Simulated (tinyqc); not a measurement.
Inside a calculation (part 3 of 3). Method: UKS/B3LYP (VWN-RPA form) in the sto-6g basis, for CH2, spin multiplicity 3. Computed by tinyqc, a small Python program that keeps every step (integrals from PySCF). Command: `OMP_NUM_THREADS=1 python tinyqc.py 31767 31768 out.jsonl` (the two numbers bound the seeds that draw the settings). One thread of a shared host (Intel(R) Xeon(R) Processor @ 2.60GHz), about 4 s of CPU time with the checks.

Geometry (angstrom):
```
atom       x        y       z
C     0.0000   0.0000  0.0000
H     0.0000   0.9460  0.7080
H     0.0000  -0.9460  0.7080
```

## Convergence

Stop when the energy changes by less than 1e-08 hartree and every element of the error matrix X^T (F D S - S D F) X (for each spin) is below 3e-05.

Course of the cycle:
```
iteration  E (hartree)     change  largest element of the error matrix
1           -37.521023          -                             2.90e-01
2           -38.654077  -1.13e+00                             2.12e-01
3           -39.016818  -3.63e-01                             1.93e-02
4           -39.019318  -2.50e-03                             1.43e-03
5           -39.019332  -1.44e-05                             3.93e-04
6           -39.019333  -1.17e-06                             7.59e-05
7           -39.019333  -7.44e-08                             2.08e-05
8           -39.019333  -2.73e-09                             7.52e-06
```

PySCF UKS in the same basis, fine grid, after a stability check = -39.017787 hartree

Converged in 8 iterations. The coarse grid moves the energy by -1.55e-03 hartree.

## Populations, bond orders and dipole

D(alpha) after iteration 8:
```
          1C 1s    1C 2s  1C 2px   1C 2py   1C 2pz    2H 1s    3H 1s
1C 1s    1.0511  -0.2030  0.0000   0.0000   0.0686  -0.0307  -0.0307
1C 2s   -0.2030   0.8556  0.0000   0.0000  -0.3470   0.0390   0.0390
1C 2px   0.0000   0.0000  1.0000   0.0000   0.0000   0.0000   0.0000
1C 2py   0.0000   0.0000  0.0000   0.3227   0.0000   0.2493  -0.2493
1C 2pz   0.0686  -0.3470  0.0000   0.0000   0.6111   0.2245   0.2245
2H 1s   -0.0307   0.0390  0.0000   0.2493   0.2245   0.3173  -0.0679
3H 1s   -0.0307   0.0390  0.0000  -0.2493   0.2245  -0.0679   0.3173
```

D(beta) after iteration 8:
```
          1C 1s    1C 2s  1C 2px   1C 2py   1C 2pz    2H 1s    3H 1s
1C 1s    1.0290  -0.1018  0.0000   0.0000  -0.0312  -0.0664  -0.0664
1C 2s   -0.1018   0.3967  0.0000   0.0000   0.1109   0.1920   0.1920
1C 2px   0.0000   0.0000  0.0000   0.0000   0.0000   0.0000   0.0000
1C 2py   0.0000   0.0000  0.0000   0.2662   0.0000   0.2463  -0.2463
1C 2pz  -0.0312   0.1109  0.0000   0.0000   0.0310   0.0537   0.0537
2H 1s   -0.0664   0.1920  0.0000   0.2463   0.0537   0.3212  -0.1348
3H 1s   -0.0664   0.1920  0.0000  -0.2463   0.0537  -0.1348   0.3212
```

overlap S:
```
         1C 1s   1C 2s  1C 2px   1C 2py  1C 2pz   2H 1s    3H 1s
1C 1s   1.0000  0.2432  0.0000   0.0000  0.0000  0.0524   0.0524
1C 2s   0.2432  1.0000  0.0000   0.0000  0.0000  0.4400   0.4400
1C 2px  0.0000  0.0000  1.0000   0.0000  0.0000  0.0000   0.0000
1C 2py  0.0000  0.0000  0.0000   1.0000  0.0000  0.3479  -0.3479
1C 2pz  0.0000  0.0000  0.0000   0.0000  1.0000  0.2604   0.2604
2H 1s   0.0524  0.4400  0.0000   0.3479  0.2604  1.0000   0.1423
3H 1s   0.0524  0.4400  0.0000  -0.3479  0.2604  0.1423   1.0000
```

Mulliken: Z minus the diagonal of D S on the atom; Loewdin: the same with S^(1/2) D S^(1/2); Mayer order: 2 sum_s sum (D(s) S)_ij (D(s) S)_ji over the two atoms.

Charges (e):
```
atom  Mulliken  Loewdin  Mulliken spin
1C     -0.0979  -0.0501         2.0285
2H      0.0490   0.0251        -0.0143
3H      0.0490   0.0251        -0.0143
```

Mayer bond orders:
```
pair   order
2-1   0.9821
3-1   0.9821
3-2   0.0153
```

dipole moment about the origin, x y z (debye): 0.0000  0.0000  0.3476

<S^2> of the determinant (pure state: 2) = 2.0039
